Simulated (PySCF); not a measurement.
H₆Si₂, SMILES [SiH3][SiH3] (connectivity only; charge and spin as stated), charge -1, multiplicity 2.

Coordinates come from a TPSSh-D3(BJ)/def2-SVPD optimisation. The multiplicity is an assumed one; other spin states were not compared.

Computed with PBE/def2-TZVPD (PySCF).

Gas-phase values at a fixed geometry. A positive occupied level means that this level leaves the electron formally unbound; only the finite basis holds it.

* **total energy**: -582.25706 hartree
* **point group**: C2h
* **α spin, highest occupied and lowest empty level**: 1.55 and 3.42 eV
* **β spin, highest occupied and lowest empty level**: -1.38 and 2.40 eV
* **dipole moment about the centre of nuclear charge**: 0.00 D
* **mean static polarisability**: 128.7 bohr³ (19.07 Å³)
* **polarisability, principal values**: 85.1, 96.6, 204.3 bohr³
* **⟨S²⟩**: 0.755 (pure state 0.75)
